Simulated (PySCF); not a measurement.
C₂H₃, SMILES C=[CH] (connectivity only; charge and spin as stated), charge +1, multiplicity 1. Geometry optimised at B3LYP-D3(BJ)/def2-TZVP. The spin state was assumed, not searched. The isomer is the one that the SMILES or the coordinates give; other isomers of the formula were not compared.

All values below come from B3LYP-D3(BJ)/def2-TZVP run with PySCF.

Harmonic wavenumbers (cm⁻¹): 293, 657, 853, 1081, 1181, 1781, 2999, 3047, 3290. Rotational constants (GHz): 284.1, 33.18, 29.71; symmetry number 2.

Work out the zero-point energy and the ideal-gas rigid-rotor harmonic-oscillator thermochemistry at 298.15 K and 1 atm.

ZPE = ½ Σ hcν = ½ × 15181 cm⁻¹ = 90.80 kJ/mol. H − E(el) = 102.48 kJ/mol. Entropy in J/(mol K): translation 149.87, rotation 68.26, vibration 8.80, total 226.93. G − E(el) = 34.82 kJ/mol. Cp = 48.78 J/(mol K).
